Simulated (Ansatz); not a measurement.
We consider diamond-structure Si, described by PBE in Ansatz (PAW).

The same calculation (at the measured cell, 20.013 Å³/atom) with different numerical settings:

```csv
run,k mesh,gap on the mesh (eV),total energy (eV/atom),rough time
1,4×4×4,0.691,-635.7134,under 3 core-s
2,6×6×6,0.705,-635.7955,under 3 core-s
3,8×8×8,0.613,-635.8056,under 3 core-s
4,12×12×12,0.570,-635.8075,under 3 core-s
5,16×16×16,0.576,-635.8075,under 3 core-s
6,20×20×20,0.579,-635.8075,5 core-s
```

In the column total energy (eV/atom) the first row differs from the last by +0.0941 and the next to last by 0.0000.

The last row is no converged limit: other settings stay fixed.

Ansatz is a program for electronic structure.
